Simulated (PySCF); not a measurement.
## CF to CF₄: adding ligands

Level: PBE0 in the def2-TZVP basis family, all electrons, no relativity, computed in PySCF with density fitting; open shells unrestricted.

Each entry is the lowest minimum that a search over a few typed start shapes (and spin states, where more than one is plausible) found, or that minimum re-optimised at the stated level; isomers with ligand–ligand bonds, or fragments after loss of a ligand pair, can lie lower.

(1) Order by mean bond length to the first atom of the formula (for M2X and M3X the non-metal), shortest first (Å).
A. CF₄
B. CF₃
C. CF₂
D. CF

(2) Give point groups and multiplicities.

Results:

(1) D (1.268), C (1.296), B (1.313), A (1.318).

(2) CF C∞v doublet, CF₂ C2v singlet, CF₃ C3v doublet, CF₄ Td singlet.

The bond lengthens at every step; the largest change, 0.028 Å, falls between CF and CF₂ among the members listed.

The shape changes along the series: C∞v for CF; C2v for CF₂; C3v for CF₃; Td for CF₄.

Left out of the table are members whose search was unfinished or whose lowest solution was spin-contaminated, unstable, very soft or bonded differently.
